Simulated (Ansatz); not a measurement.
# MgSiH (quartet): wave-function methods side by side at scale of all distances = 0.864, 6-31G

How much of the correlation energy of MgSiH (quartet) does each wave-function method recover here?

Method: 6-31G, core rule «outside noble gas», up to 10 orbitals frozen; program: Ansatz 0.2.0, Gaussian basis.

Plan: UHF; CCSD(T) on ROHF; CCSD(T) on UHF; BCCD(T) on ROHF; CISD; CCSDT(Q) on ROHF; CCSDT(Q) on UHF; CISDTQ; CCSDTQ on ROHF; CCSDTQ on UHF; CASSCF and MRCISD+Q, 5 electrons in 5 orbitals; CASSCF and NEVPT2, 5 electrons in 5 orbitals; CASSCF and MRCISD+Q, 7 electrons in 9 orbitals; CASSCF and NEVPT2, 7 electrons in 9 orbitals; Full CI.

14 further runs of the same task are left out: 10 that didn't finish, 4 set aside as unsound or not needed.

## (1) The geometry

The geometry derives from a PBE0/def2-TZVP stationary point (not a proven minimum). All distances are scaled together.

3 atoms, charge 0, spin multiplicity 4.

Atoms are counted from 1 here; the program's logs count them from 0.

Bond lengths: Si1–Mg2 2.142 Å, Si1–H3 1.293 Å. Angles: Mg2–Si1–H3 180.0°.

Coordinates:

```tsv
atom	x (Å)	y (Å)	z (Å)
Si1	0.0000	0.0000	0.2830
Mg2	0.0000	0.0000	-1.8590
H3	0.0000	0.0000	1.5761
```

## (2) UHF

in.yaml

```yaml
crystal:
  periodic: [false, false, false]
  atoms:
    - {symbol: Si, position_ang: [0.000000, 0.000000, 0.282989]}
    - {symbol: Mg, position_ang: [0.000000, 0.000000, -1.859040]}
    - {symbol: H, position_ang: [0.000000, 0.000000, 1.576051]}
basis:
  gaussian: {orbitals: 6-31G}
magnetization: {spin_polarized: true, initial_magnetization: 3}
hamiltonian: {xc: hf}
output: {orbitals: {seedname: orbitals}}
```

Command:

```console
> ansatz run in.yaml --threads 1 --pin off --events-out ev --progress --plain --max-ram 2393MiB
```

The runs that follow: CCSD(T) on ROHF; CCSD(T) on UHF; BCCD(T) on ROHF; CISD; CCSDT(Q) on ROHF; CCSDT(Q) on UHF; CISDTQ; CCSDTQ on ROHF; CCSDTQ on UHF; CASSCF and MRCISD+Q, 5 electrons in 5 orbitals; CASSCF and NEVPT2, 5 electrons in 5 orbitals; CASSCF and MRCISD+Q, 7 electrons in 9 orbitals; CASSCF and NEVPT2, 7 electrons in 9 orbitals; Full CI.

Q: Predict the results of all the runs planned. Wanted: FCI from the RHF energy; RMP2 from FCI; UMP2 from FCI; RCCSD from FCI; RCCSD(T) from FCI; UCCSD(T) from FCI; RCCSDT(Q) from FCI; UCCSDT(Q) from FCI; NEVPT2 pair from FCI.

The runs gave:

| quantity | value |
| --- | --- |
| FCI from the ROHF energy | -1.4763 eV |
| RMP2 from FCI | +44.1 kJ/mol |
| UMP2 from FCI | +42.6 kJ/mol |
| RCCSD from FCI | +3.7 kJ/mol |
| RCCSD(T) from FCI | +1.1 kJ/mol |
| UCCSD(T) from FCI | +1.1 kJ/mol |
| RCCSDT(Q) from FCI | 0.0 kJ/mol |
| UCCSDT(Q) from FCI | 0.0 kJ/mol |
| NEVPT2 pair from FCI | +39.1 kJ/mol |
| MRCISD+Q pair from FCI | +1.0 kJ/mol |
| NEVPT2 valence from FCI | +15.2 kJ/mol |
| levels within 1 kcal/mol (43 meV) | RCCSD, UCCSD, RCCSD(T), UCCSD(T), BCCD(T), RCCSDT, UCCSDT, CISDTQ, RCCSDT(Q), UCCSDT(Q), RCCSDTQ, UCCSDTQ, MRCISD+Q pair, MRCISD valence, MRCISD+Q valence |
| T1 diagnostic | 0.026 |
| effectively unpaired electrons | 3.02 |

RCCSD(T) misses by +1.1 kJ/mol, 0.8 % of the correlation energy. One determinant dominates. Of the multireference levels listed MRCISD+Q pair comes nearest in total energy (+1.0 kJ/mol), which doesn't show that its space is the better one. These misses are within one basis, not against nature; the frozen cores of restricted and unrestricted runs differ, which can shift their rows.

Levels on UHF freeze UHF's core orbitals, full CI those of ROHF, so the U rows can settle a little off it for that reason alone.

With open shells the CI space here admits some triples and quadruples, so it is larger than plain CISD.
